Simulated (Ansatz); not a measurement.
BaHgSnS4 (Ama2, No. 40; cell taken from a computed entry), treated with r²SCAN+SOC (PAW; Ansatz, a first-principles code).

Numerical settings: plane-wave cutoff 560 eV, 4×6×6 k mesh (along the axes of the cell as run), Fermi–Dirac smearing 0.01 eV, PAW data made under PBE.

Cell (relaxed with PBEsol):

```
BaHgSnS4
1.0
   10.81618     0.00000     0.00000
    0.00000     5.38637     3.29901
    0.00000    -5.38637     3.29901
Ba Sn Hg S
2 2 2 8
Direct
  0.50000   0.94984   0.94984
  0.00000   0.94984   0.94984
  0.75000   0.24935   0.67688
  0.25000   0.67688   0.24935
  0.75000   0.67017   0.33588
  0.25000   0.33588   0.67017
  0.57864   0.99386   0.46660
  0.42136   0.46660   0.99386
  0.92136   0.99386   0.46660
  0.07864   0.46660   0.99386
  0.75000   0.65423   0.76144
  0.25000   0.76144   0.65423
  0.75000   0.24856   0.06367
  0.25000   0.06367   0.24856
```

### Question
What does this level give for the band gap?

### Answer

- band gap = 2.32 eV

Note: cell and atoms aren't relaxed at this level (largest force component 0.20 eV/Å, pressure 1.3 GPa).

Computed values are for the static lattice.
